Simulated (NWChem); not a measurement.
# One shape, several levels: C2HO (ethynyloxy radical)

We compute a comparison of 5 runs (UHF/3-21G, UB3LYP/6-31G*, U-wB97X/def2-SVP, UPBE0/def2-SVP) of C2HO (ethynyloxy radical). 

Program for the calculation: NWChem 7.3.0.

## 1. Starting point

C2HO has 4 atoms, charge 0, and is taken as a doublet. SMILES: `C#C[O]`. The coordinates come from a PBE0-D4/def2-TZVP relaxation.

Bond lengths: C1–C2 1.288 Å, C2–O3 1.167 Å, C1–H4 1.072 Å. Angles: C1–C2–O3 170.9°, C2–C1–H4 137.7°.

## 2. Energy and gradient at UHF/3-21G (run 1)

c2ho.nw

```
start c2ho
memory total 2200 mb
charge 0
geometry units angstrom noautosym nocenter noautoz
  C       -0.562500       0.217400      -0.417800
  C        0.342300      -0.396600       0.262400
  O        1.068800      -1.106500       0.836800
  H       -0.793100       1.225500      -0.701600
end
basis spherical bse
  C library 3-21G
  O library 3-21G
  H library 3-21G
end
scf
  nopen 1
  uhf
  thresh 1e-08
  maxiter 80
  print low
end
task scf gradient
```

The run is started by

```sh
$ nwchem c2ho.nw > c2ho.out
```

Log:

```text
[...]
  functions       =    29
[...]
  wavefunction    = UHF
[...]
         Total SCF energy =   -150.233073407241
      One electron energy =   -307.713467269390
      Two electron energy =    104.876080443336
 Nuclear repulsion energy =     52.604313418813
                       Sz =      0.5000
                 Sz(Sz+1) =      0.7500
                      S^2 =      0.8887
[...]
                         UHF ENERGY GRADIENTS
    atom               coordinates                        gradient
                 x          y          z           x          y          z
   1 C      -1.062971   0.410826  -0.789528   -0.021080  -0.007015  -0.013080
   2 C       0.646853  -0.749465   0.495864    0.040684  -0.025322   0.030284
   3 O       2.019739  -2.090982   1.581323   -0.022596   0.020580  -0.017666
   4 H      -1.498742   2.315859  -1.325832    0.002992   0.011757   0.000462
 Task  times  cpu:        1.7s     wall:        1.7s
 Total times  cpu:        1.7s     wall:        1.7s
```

Run time: 2.2 s. Hardware: 1 thread of AMD EPYC 9R14 (Zen 4), shared host; peak memory 0.099 GiB.

## 3. Energy and gradient at UB3LYP/6-31G(d) (Cartesian functions) (run 2)

run.py

```python
from ase import Atoms
from ase.calculators.nwchem import NWChem

mol = Atoms('CCOH', positions=[
    [-0.562500, 0.217400, -0.417800],
    [0.342300, -0.396600, 0.262400],
    [1.068800, -1.106500, 0.836800],
    [-0.793100, 1.225500, -0.701600],
])

calc = NWChem(
    label='run',
    theory='dft',
    memory='2200 mb',
    basis='6-31G*',
    dft={'xc': 'b3lyp', 'mult': '2', 'grid': 'xfine', 'convergence': 'energy 1e-08', 'iterations': '100', 'mulliken': None, 'print': 'low'},
)
mol.calc = calc

forces = mol.get_forces()
print(f"energy = {mol.get_potential_energy():.6f} eV")
print("forces (eV/A):")
for s, f in zip(mol.symbols, forces):
    print(f"{s:2s} {f[0]:10.5f} {f[1]:10.5f} {f[2]:10.5f}")
```

The run is started by

```sh
$ export ASE_NWCHEM_COMMAND="nwchem PREFIX.nwi > PREFIX.nwo"
$ python run.py
```

Log:

```text
energy = -4134.027860 eV
forces (eV/A):
C    -0.36088    0.14208   -0.25809
C    -0.63270    0.81324   -0.52512
O     0.99599   -1.01435    0.79252
H    -0.00237    0.05903   -0.00931
```

The calculator wrote run.nwi:

```
title "run"

permanent_dir run

scratch_dir run

start run

geometry units angstrom nocenter noautosym noautoz
  C  -5.6250000000000000e-01 2.1740000000000001e-01 -4.1780000000000000e-01
  C  3.4229999999999999e-01 -3.9660000000000001e-01 2.6240000000000002e-01
  O  1.0688000000000000e+00 -1.1065000000000000e+00 8.3679999999999999e-01
  H  -7.9310000000000003e-01 1.2255000000000000e+00 -7.0160000000000000e-01
end

memory 2200 mb

basis noprint
   * library 6-31G*
end

dft
  xc b3lyp
  mult 2
  grid xfine
  convergence energy 1e-08
  iterations 100
  mulliken
  print low
end

task dft gradient
```

run.nwo:

```text
Northwest Computational Chemistry Package (NWChem) 7.3.0
             --------------------------------------------------------

           Job information
           ---------------

    nwchem branch   = 7.3.0
    use scalapack   = T
    input           = run.nwi
    prefix          = run.
    data base       = run/run.db
    status          = startup
    nproc           =        1

           Memory information
           ------------------

    heap     =     72089596 doubles =      550.0 Mbytes
    stack    =     72089601 doubles =      550.0 Mbytes
    global   =    144179200 doubles =     1100.0 Mbytes (distinct from heap & stack)
    total    =    288358397 doubles =     2200.0 Mbytes
    verify   = yes
    hardfail = no

[... 36 lines left out ...]
            Nuclear Dipole moment (a.u.)
[... 72 lines left out ...]
   convergence    iter        energy       DeltaE   RMS-Dens  Diis-err    time
[... 13 lines left out ...]
         Total DFT energy =     -151.922722929688
      One electron energy =     -309.543113236238
           Coulomb energy =      124.714198552885
    Exchange-Corr. energy =      -19.698121665148
 Nuclear repulsion energy =       52.604313418813
[... 49 lines left out ...]
     --------------------------
     Expectation value of S2:
     --------------------------
      <S2> =      0.7576 (Exact =     0.7500)

                         DFT ENERGY GRADIENTS

    atom               coordinates                        gradient
                 x          y          z           x          y          z
   1 C      -1.062971   0.410826  -0.789528    0.007018  -0.002763   0.005019
   2 C       0.646853  -0.749465   0.495864    0.012304  -0.015815   0.010212
   3 O       2.019739  -2.090982   1.581323   -0.019369   0.019726  -0.015412
   4 H      -1.498742   2.315859  -1.325832    0.000046  -0.001148   0.000181

 Task  times  cpu:        9.6s     wall:        9.6s
 Total times  cpu:        9.6s     wall:        9.6s
```

Run time: 11 s. Hardware: 1 thread of AMD EPYC 9R14 (Zen 4), shared host; peak memory 0.13 GiB.

## 4. Energy and forces at UB3LYP/6-31G(d) (spherical functions) (run 3)

job.nw

```
start job
memory stack 880 mb heap 220 mb global 1100 mb

geometry units atomic noautosym nocenter noautoz
  C     -1.06297095     0.41082646    -0.78952757
  C      0.64685325    -0.74946538     0.49586414
  O      2.01973928    -2.09098196     1.58132282
  H     -1.49874179     2.31585937    -1.32583185
end

basis spherical bse
  * library 6-31G*
end

dft
  xc b3lyp
  mult 2
  grid xfine
  convergence energy 1e-08
  iterations 100
  mulliken
end

task dft gradient
```

The run is started by

```sh
$ nwchem job.nw > job.out
```

Log:

```text
[...]
          Wavefunction type:  spin polarized.
          No. of atoms     :     4
          No. of electrons :    21
[...]
          Charge           :     0
          Spin multiplicity:     2
[...]
          AO basis - number of functions:    44
[...]
              XC Information
              --------------
                         B3LYP Method XC Potential
                     Hartree-Fock (Exact) Exchange  0.200
                        Slater Exchange Functional  0.800 local
                    Becke 1988 Exchange Functional  0.720 non-local
              Lee-Yang-Parr Correlation Functional  0.810
                  VWN I RPA Correlation Functional  0.190 local
[...]
 d= 0,ls=0.0,diis     1   -151.8445444053 -2.04D+02  1.28D-02  1.42D-01     0.8
[...]
 d= 0,ls=0.0,diis    12   -151.9197744349 -6.48D-09  1.38D-06  4.94D-10     7.7
[...]
         Total DFT energy =     -151.919774434872
      One electron energy =     -309.553835109144
           Coulomb energy =      124.748632471081
    Exchange-Corr. energy =      -19.718881410829
 Nuclear repulsion energy =       52.604309614020
[...]
      Total Density - Mulliken Population Analysis
     ---------------------------------------------
    Atom       Charge   Shell Charges
 -----------   ------   -------------------------------------------------------
    1 C    6     6.27   2.00  0.70  1.94  0.62  0.98  0.03
    2 C    6     5.65   2.00  0.71  1.95  0.34  0.58  0.08
    3 O    8     8.29   2.00  0.94  2.85  0.92  1.55  0.03
    4 H    1     0.80   0.51  0.29
[...]
      <S2> =      0.7577 (Exact =     0.7500)
[...]
  wavefunction    = open shell
                         DFT ENERGY GRADIENTS
    atom               coordinates                        gradient
                 x          y          z           x          y          z
   1 C      -1.062971   0.410826  -0.789528    0.007016  -0.003081   0.005059
   2 C       0.646853  -0.749465   0.495864    0.012792  -0.015937   0.010552
   3 O       2.019739  -2.090982   1.581323   -0.019911   0.020095  -0.015820
   4 H      -1.498742   2.315859  -1.325832    0.000103  -0.001078   0.000210
[...]
```

Wall time 9.6 s (1 thread of AMD EPYC 9R14 (Zen 4), shared host); peak memory 0.12 GiB.

Run 4 isn't shown in full; the table further down has it.

## 5. Energy and forces at UPBE0/def2-SVP (run 5)

c2ho.nw

```
start c2ho
title "C2HO"
memory 2200 mb

geometry noautosym nocenter noautoz
  C       -0.562500       0.217400      -0.417800
  C        0.342300      -0.396600       0.262400
  O        1.068800      -1.106500       0.836800
  H       -0.793100       1.225500      -0.701600
end

basis spherical bse
  * library def2-SVP
end

dft
  xc pbe0
  mult 2
  grid xfine
  convergence energy 1e-08
  maxiter 100
  mulliken
end

task dft gradient
```

The run is started by

```sh
$ nwchem c2ho.nw > c2ho.out
```

Log:

```text
[...]
          Wavefunction type:  spin polarized.
          No. of atoms     :     4
          No. of electrons :    21
[...]
          Charge           :     0
          Spin multiplicity:     2
[...]
          AO basis - number of functions:    47
[...]
              XC Information
              --------------
                         PBE0 Method XC Functional
                     Hartree-Fock (Exact) Exchange  0.250
          PerdewBurkeErnzerhof Exchange Functional  0.750
            Perdew 1991 LDA Correlation Functional  1.000 local
           PerdewBurkeErnz. Correlation Functional  1.000 non-local
[...]
 d= 0,ls=0.0,diis     1   -151.5678788438 -2.04D+02  1.12D-02  1.27D-01     0.8
[...]
 d= 0,ls=0.0,diis    13   -151.6367747172 -3.05D-09  2.43D-06  1.49D-09     8.7
[...]
         Total DFT energy =     -151.636774717187
      One electron energy =     -309.232724409387
           Coulomb energy =      124.493466104417
    Exchange-Corr. energy =      -19.501829831030
 Nuclear repulsion energy =       52.604313418813
[...]
      Total Density - Mulliken Population Analysis
     ---------------------------------------------
    Atom       Charge   Shell Charges
 -----------   ------   -------------------------------------------------------
    1 C    6     6.24   1.99  0.92  0.42  1.96  0.92  0.03
    2 C    6     5.79   1.99  0.95  0.10  1.98  0.69  0.09
    3 O    8     8.09   1.99  1.12  0.62  2.80  1.53  0.02
    4 H    1     0.89   0.71  0.15  0.03
[...]
      <S2> =      0.7601 (Exact =     0.7500)
[...]
  wavefunction    = open shell
                         DFT ENERGY GRADIENTS
    atom               coordinates                        gradient
                 x          y          z           x          y          z
   1 C      -1.062971   0.410826  -0.789528    0.004358  -0.000655   0.002980
   2 C       0.646853  -0.749465   0.495864   -0.001045   0.002120  -0.000977
   3 O       2.019739  -2.090982   1.581323   -0.006600   0.005606  -0.005104
   4 H      -1.498742   2.315859  -1.325832    0.003287  -0.007071   0.003100
[...]
```

Wall time 11 s (1 thread of AMD EPYC 9R14 (Zen 4), shared host); peak memory 0.12 GiB.

## 6. Overview of the runs

| run | level | Cartesian functions | iteration cap | energy (Eh) | ⟨S²⟩ | largest force (eV/Å) | wall time |
| --- | --- | --- | --- | --- | --- | --- | --- |
| 1 | UHF/3-21G | no | 80 | -150.233073 | 0.889 | 2.915 | 2.2 s |
| 2 | UB3LYP/6-31G* (Cartesian functions) | yes | 100 | -151.922723 | 0.758 | 1.628 | 11 s |
| 3 | UB3LYP/6-31G* (spherical functions) | no | 100 | -151.919774 | 0.758 | 1.667 | 9.6 s |
| 4 | U-wB97X/def2-SVP | no | 100 | -151.763288 | 0.762 | 0.461 | 24 s |
| 5 | UPBE0/def2-SVP | no | 100 | -151.636775 | 0.760 | 0.517 | 11 s |

## 7. Summary of results

| quantity | value |
| --- | --- |
| run 5: total energy | -151.63677 Eh |
| run 5: dipole moment | 1.69 D |
| run 5: HOMO energy (highest over α and β) | -7.34 eV |
| run 5: LUMO energy (lowest over α and β) | -4.23 eV |
| run 5: ⟨S²⟩ | 0.760 |
| run 5: largest force on an atom | 0.517 eV/Å |

In words: Over runs 3, 4, 5 the dipole moment (its size) runs from 1.69 D (UPBE0/def2-SVP) to 1.74 D (U-wB97X/def2-SVP). Totals of different functionals can't be ranked against each other. Spin contamination of the reference: run 1 ⟨S²⟩ = 0.89. All runs together took 57 s, the longest 24 s.
